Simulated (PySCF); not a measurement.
chloroform (CHCl₃), SMILES C(Cl)(Cl)Cl. The structure is a stationary point at TPSSh-D3(BJ)/def2-SVP.

Problem. Give the equilibrium geometry at TPSSh-D3(BJ)/def2-SVP (PySCF confirms it by a frequency run) as bond lengths and angles, and its point group. (The exact figures need the calculation; the answer reports its results.)

Solution. point group C3v.
Atoms: Cl1 C2 Cl3 Cl4 H5. Bond lengths (Å): Cl1–C2 1.780, C2–Cl3 1.780, C2–Cl4 1.780, C2–H5 1.093. Angles (°): Cl1–C2–Cl3 111.2, Cl1–C2–Cl4 111.2, Cl1–C2–H5 107.7, Cl3–C2–Cl4 111.2, Cl3–C2–H5 107.7, Cl4–C2–H5 107.7.
